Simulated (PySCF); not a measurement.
Molecule: `InChI=1S/C3H5Cl/c4-3-1-2-3/h3H,1-2H2`.

Molfile (atoms numbered from 1):
```
C3H5Cl
     RDKit          3D

  9  9  0  0  0  0  0  0  0  0999 V2000
    2.1547   -0.1662   -0.7064 Cl  0  0  0  0  0  0  0  0  0  0  0  0
    0.7316   -0.0916    0.3269 C   0  0  0  0  0  0  0  0  0  0  0  0
   -0.5482   -0.6946   -0.1475 C   0  0  0  0  0  0  0  0  0  0  0  0
   -0.4030    0.7996   -0.0534 C   0  0  0  0  0  0  0  0  0  0  0  0
    1.0043   -0.1851    1.3807 H   0  0  0  0  0  0  0  0  0  0  0  0
   -1.1691   -1.2167    0.5857 H   0  0  0  0  0  0  0  0  0  0  0  0
   -0.5462   -1.1404   -1.1452 H   0  0  0  0  0  0  0  0  0  0  0  0
   -0.9208    1.3359    0.7466 H   0  0  0  0  0  0  0  0  0  0  0  0
   -0.3034    1.3572   -0.9879 H   0  0  0  0  0  0  0  0  0  0  0  0
  1  2  1  0
  2  3  1  0
  3  4  1  0
  4  2  1  0
  2  5  1  0
  3  6  1  0
  3  7  1  0
  4  8  1  0
  4  9  1  0
M  END
```

Geometry PBE0-D3(BJ)/def2-SVP throughout; GIAO in PySCF 2.14, gas phase, one conformer, non-relativistic; equivalent atoms averaged; basis pcSseg-2.

(1) How do the shifts δ (against HCl, TMS at the same level) depend on the functional? (ppm; last column core-seconds on shared hosts with different chips, so compare them loosely)

(2) Which nucleus moves most, in ppm?

Results:

(1) 
```csv
functional,kind,Cl1,C2,C3/C4,H5,H6/H8,H7/H9,core-s
HF,Hartree–Fock,80.8,26.0,8.5,2.62,0.77,0.72,12
LDA,LDA,180.7,36.9,12.5,3.01,0.82,0.64,33
PBE,GGA,161.8,36.0,12.2,2.95,0.81,0.64,44
BLYP,GGA,166.3,36.6,12.6,2.95,0.84,0.64,40
BP86,GGA,157.6,36.3,12.4,2.93,0.81,0.65,38
OPBE,GGA,142.3,35.9,11.8,2.97,0.80,0.69,38
KT2,GGA,153.5,34.1,11.0,2.98,0.80,0.59,19
KT3,GGA,145.8,34.7,11.1,2.98,0.83,0.65,37
B97-D,GGA,150.0,36.4,12.0,2.96,0.82,0.67,34
B3LYP,global hybrid,146.9,34.6,11.9,2.87,0.82,0.67,23
PBE0,global hybrid,137.4,33.6,11.4,2.85,0.80,0.68,25
mPW1PW91,global hybrid,134.9,33.9,11.5,2.84,0.80,0.69,24
WP04,global hybrid,129.2,39.2,12.7,2.86,0.84,0.80,16
B97-2,global hybrid,133.0,34.1,11.4,2.86,0.80,0.69,15
BHandHLYP,global hybrid,122.1,31.5,10.7,2.78,0.80,0.70,15
CAM-B3LYP,range-separated hybrid,141.1,32.6,11.6,2.81,0.83,0.71,20
wB97X-D,range-separated hybrid,130.0,33.3,11.9,2.78,0.80,0.71,20
LC-wPBE,range-separated hybrid,122.6,31.2,11.7,2.70,0.83,0.77,27
```

(2) Cl1 (chlorine bonded to C): from 80.8 ppm with HF to 180.7 ppm with LDA. The smallest spread is 0.07 ppm, at H6/H8. Proton shifts span only some 12 ppm, so a few tenths of a ppm matter as much there as several ppm in carbon.
